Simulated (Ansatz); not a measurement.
## Ansatz (development build ahead of 0.2.0) run

```yaml
crystal:
  periodic: [false, false, false]
  atoms:
    - { symbol: S, position_ang: [0.01725, 0.01269, 1.23447] }
    - { symbol: C, position_ang: [0.01235, 1.28348, -0.00139] }
    - { symbol: C, position_ang: [0.02432, -1.27871, -0.00464] }
    - { symbol: C, position_ang: [-0.04422, 0.72879, -1.25334] }
    - { symbol: C, position_ang: [-0.02822, -0.72047, -1.30995] }
    - { symbol: H, position_ang: [-0.03115, 2.26809, 0.32916] }
    - { symbol: H, position_ang: [0.01278, -2.33081, 0.284] }
    - { symbol: H, position_ang: [-0.01381, 1.33075, -2.12396] }
    - { symbol: H, position_ang: [-0.01495, -1.37324, -2.17291] }
basis:
  gaussian: { orbitals: STO-3G }
hamiltonian:
  xc: hf
correlation:
  method: mp2
  frozen_orbitals: { C: 1, H: 0, S: 5 }
```

The input is written out in the form of the current development build from the run's settings.

The run gave:

| Item | Value |
| --- | --- |
| Converged | yes |
| Reference energy | -545.07205 hartree |
| Correlation energy | -0.28126 hartree |
| Total energy | -545.35331 hartree |
| Spin squared of the determinant | 0.000 |
